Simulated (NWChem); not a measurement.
# A calculation on disilane (H$_{6}$Si$_{2}$)

```
Si
H 1 1.5056
H 1 1.5056 2 108.64
H 1 1.5056 2 108.64 3 118.01
Si 1 2.3541 2 110.29 3 -120.99
H 5 1.5056 1 110.29 2 180.00
H 5 1.5056 6 108.64 1 120.99
H 5 1.5056 6 108.64 7 118.01
```
Charge 0, spin multiplicity 1.

The numbers come from NWChem runs, not from measurements. The geometry was optimised at PBE/def2-SVP, a minimum by its harmonic frequencies.

B3LYP has NWChem's definition, with VWN1-RPA local correlation. No SCF solution was tested for a lower state.

Worked example. At B3LYP/def2-TZVP the parent has a total energy of -582.64165 Ha and the doublet with one electron less, at the same geometry, -582.25554 Ha. The vertical ionisation energy is their difference.

ΔE = -582.25554 − (-582.64165) = 0.38611 Ha. Times 27.2114 eV/Ha this is 10.51 eV, or 1014 kJ/mol; λ = 1239.84/10.51 = 118.0 nm. No relaxation of the ion's geometry and no zero-point term enter.
